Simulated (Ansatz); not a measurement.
Relaxation of C2H5NS (9 atoms, charge 0, multiplicity 1), to a largest force component of 0.015 eV/Å in at most 40 steps.

The calculation used Ansatz 0.2.0, RKS PBE0/def2-SVP.

```xyz
9
Properties=species:S:1:pos:R:3:forces:R:3
C -0.022 1.414 0.215 -1.79 2.06 -0.47
N 0.419 0.164 0.665 -0.67 -2.08 -1.29
C 0.042 -0.835 -0.066 2.59 0.73 3.20
S 0.686 -2.422 0.410 -0.35 0.51 -0.15
H -0.678 1.397 -0.723 0.64 -0.12 0.66
H -0.679 1.934 0.987 0.75 -0.50 -0.48
H 0.804 2.123 0.005 0.02 -0.24 0.16
H -0.511 -0.743 -0.965 -1.02 0.02 -1.37
H 0.029 -3.079 -0.547 -0.15 -0.38 -0.27
```

**Question.** Where does it end, and by what steps?

**Answer.** It converged. After 7 steps the energy has fallen by 0.219 eV; H8 moved furthest, 0.07 Å.

```json
{"step": "0", "energy less start (eV)": "0.0000", "largest force component (eV/Å)": "3.201", "accepted": "yes"}
{"step": "1", "energy less start (eV)": "-0.1361", "largest force component (eV/Å)": "1.503", "accepted": "yes"}
{"step": "2", "energy less start (eV)": "-0.1044", "largest force component (eV/Å)": "1.046", "accepted": "no"}
{"step": "3", "energy less start (eV)": "-0.2138", "largest force component (eV/Å)": "0.296", "accepted": "yes"}
{"step": "4", "energy less start (eV)": "-0.2169", "largest force component (eV/Å)": "0.164", "accepted": "yes"}
{"step": "5", "energy less start (eV)": "-0.2188", "largest force component (eV/Å)": "0.046", "accepted": "yes"}
{"step": "6", "energy less start (eV)": "-0.2194", "largest force component (eV/Å)": "0.022", "accepted": "yes"}
{"step": "7", "energy less start (eV)": "-0.2194", "largest force component (eV/Å)": "0.014", "accepted": "yes"}
```

```xyz
9
Properties=species:S:1:pos:R:3
C -0.058 1.464 0.199
N 0.411 0.178 0.626
C 0.096 -0.838 -0.046
S 0.647 -2.441 0.438
H -0.677 1.439 -0.722
H -0.650 1.928 1.004
H 0.802 2.132 0.022
H -0.529 -0.810 -0.962
H 0.047 -3.098 -0.577
```

Whether the end is a true minimum wasn't checked by a vibrational analysis.

Time of the run: 28 s on 1 thread of Arm Neoverse V1 (shared host), peak memory 0.16 GiB.
